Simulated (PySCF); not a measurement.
# C3H9P: the cost of one run

Computed with PySCF 2.14.0, with density-fitted response routines of our own, on a single molecule, in the gas phase or a continuum. Atoms count from 0, in the outputs and in this text.

## 1. The starting structure

13 atoms, charge 0, multiplicity 1; geometry from: GFN2-xTB. The atoms were then displaced at random by about 0.01 Å, so the start is not that level's minimum.

Bonds of the start (Å): C0–P1 1.83, P1–C2 1.84, P1–C3 1.83, C0–H4 1.10, C0–H5 1.09, C0–H6 1.10, C2–H7 1.09, C2–H8 1.09, C2–H9 1.11, C3–H10 1.06, C3–H11 1.09, C3–H12 1.15.

## 2. Relaxing the molecule at PBE0-D3(BJ)/def2-SVP

Job settings and geometry (Å):

```
{"job": {"xc": "PBE0", "basis": "def2-SVP", "d3": "d3bj", "grid": 1, "shake": 0.01, "kind": "geom"}, "charge": 0, "multiplicity": 1}
C     -0.396330     1.504680     0.387990
P     -0.213670    -0.210520     0.996000
C      1.490850    -0.495340     0.358950
C     -1.092830    -1.065470    -0.365500
H     -0.146280     1.608560    -0.677690
H      0.206070     2.198750     0.973480
H     -1.444730     1.828740     0.513630
H      1.617320    -0.208030    -0.686220
H      1.760270    -1.539770     0.504490
H      2.206210     0.092520     0.970210
H     -0.796630    -0.738340    -1.333730
H     -0.966700    -2.139970    -0.263930
H     -2.217720    -0.852680    -0.266610
```

On the command line:

```
$ OMP_NUM_THREADS=1 python probes_run.py task.json out
```

The driver reads the jobs from task.json and runs them one after another.

Q: Estimate the wall time and peak memory of this first job on 1 thread of Arm Neoverse V1, shared host.

About 28 s, with a peak of 0.44 GiB.
